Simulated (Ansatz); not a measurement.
## Zn3Ag (P-6m2)

Theory: DFT r2SCAN, scalar-relativistic, plane waves, PAW in Ansatz 0.2.0.

Cutoff 500 eV; k points 18×18×6 on the computed 4-atom cell (Γ-centred); Gaussian smearing, width 0.10 eV; no spin polarisation.

The structure is relaxed at this level of theory with its symmetry kept. Whether it is the stable form of this composition wasn't checked.

```cif
data_structure
_symmetry_space_group_name_H-M 'P 1'
_symmetry_Int_Tables_number 1
_cell_length_a 2.8354
_cell_length_b 2.8354
_cell_length_c 8.6070
_cell_angle_alpha 90.000
_cell_angle_beta 90.000
_cell_angle_gamma 120.000
_cell_volume 59.93
loop_
_atom_site_label
_atom_site_type_symbol
_atom_site_fract_x
_atom_site_fract_y
_atom_site_fract_z
_atom_site_occupancy
Zn1 Zn 0.66667 0.33333 0.50000 1
Zn2 Zn 0.33333 0.66667 0.25646 1
Zn3 Zn 0.33333 0.66667 0.74354 1
Ag1 Ag 0.66667 0.33333 0.00000 1
```

```
Space group                                                       : P-6m2 (No. 187)
Volume per atom                                                   : 14.98 Å³
Formation energy from the elements' standard states (uncorrected) : -0.022 eV/atom
Generalised Kohn–Sham band gap                                    : none (metal)
Density of states at the Fermi level                              : 0.88 states/eV per cell
Bulk modulus                                                      : 97 GPa
Its pressure derivative                                           : 5.4
Bader charges (e)                                                 : Zn (1 in the cell) -0.02, Zn (2 in the cell) 0.11, Ag (1 in the cell) -0.19
```